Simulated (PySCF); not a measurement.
Bonds broken one at a time in the series SiF3-X. Gas-phase values, no solvent. One relaxed conformer stands for each flexible species; it need not be the lowest. Strings in code marks are SMILES.

The numbers are results of r2SCAN-D4/def2-TZVP run with PySCF, not measurements. All candidates: neutral, multiplicity 2. 

```json
{
 "dipole_moment": "0.61 D",
 "highest_occupied_spin_orbital": "-6.08 eV"
}
```

Problem. Identify which member has these values.
(A) `[GeH3]`
(B) `[BH2]`
(C) `[SeH]`
(D) `[NH2]`

Solution. C, `[SeH]`. The others give `[BH2]`: 0.46 D, -5.29 eV; `[NH2]`: 1.95 D, -7.41 eV; `[GeH3]`: 0.03 D, -5.59 eV
